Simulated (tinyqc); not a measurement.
Born-Oppenheimer dynamics on the RHF/sto-3g surface (energies and gradients from PySCF), for H2O, spin multiplicity 1, step by step. Computed by tinyqc, a small Python program that keeps every step (integrals from PySCF). Settings: charge = 0, multiplicity = 1, basis = sto-3g, time step (fs) = 1.0, steps = 24. Command: `OMP_NUM_THREADS=1 python tinyqc.py 22635 22636 out.jsonl` (the two numbers bound the seeds that draw the settings). One thread of a shared host (Intel(R) Xeon(R) Processor @ 2.60GHz), about 2 s of CPU time with the checks.

positions (bohr):
```
,x,y,z
1O,-0.06992,0.11716,-0.01134
2H,0.01134,1.31714,1.22832
3H,0.02079,-1.38895,1.26045
```

The total energy should stay constant up to terms of order dt^2; the step counts as short enough if it moves by less than 2 % of the largest kinetic energy.

Trajectory:
```
time (fs),1O-2H (angstrom),potential (hartree),kinetic (hartree),total (hartree)
0.00000,0.91401,-74.9526274,0.0015065,-74.9511209
1.00000,0.93763,-74.9567407,0.0046139,-74.9521268
2.00000,1.00374,-74.9637021,0.0107380,-74.9529641
3.00000,1.06336,-74.9597497,0.0074577,-74.9522920
4.00000,1.08445,-74.9540933,0.0026853,-74.9514079
5.00000,1.05688,-74.9588931,0.0068649,-74.9520281
6.00000,0.99132,-74.9651864,0.0119198,-74.9532665
7.00000,0.92361,-74.9573180,0.0051834,-74.9521346
8.00000,0.90746,-74.9523911,0.0013065,-74.9510846
9.00000,0.95910,-74.9624965,0.0094497,-74.9530468
10.00000,1.03229,-74.9628748,0.0101073,-74.9527675
11.00000,1.08001,-74.9547431,0.0032056,-74.9515375
12.00000,1.08055,-74.9552862,0.0036659,-74.9516203
13.00000,1.03457,-74.9634983,0.0106994,-74.9527988
14.00000,0.96423,-74.9627091,0.0097382,-74.9529709
15.00000,0.91464,-74.9527177,0.0015416,-74.9511762
16.00000,0.92900,-74.9564623,0.0044444,-74.9520178
17.00000,0.99322,-74.9642049,0.0110472,-74.9531577
18.00000,1.05699,-74.9590761,0.0069270,-74.9521491
19.00000,1.08466,-74.9539545,0.0025768,-74.9513777
20.00000,1.06386,-74.9595296,0.0073328,-74.9521968
21.00000,1.00302,-74.9646168,0.0115714,-74.9530454
22.00000,0.93397,-74.9577167,0.0054767,-74.9522400
23.00000,0.90787,-74.9524920,0.0014487,-74.9510433
24.00000,0.94905,-74.9622652,0.0092130,-74.9530523
```

Is the time step short enough?

No. The total energy moves within 2.2e-03 hartree; that is over 2 % of the largest kinetic energy, so the time step is too long.
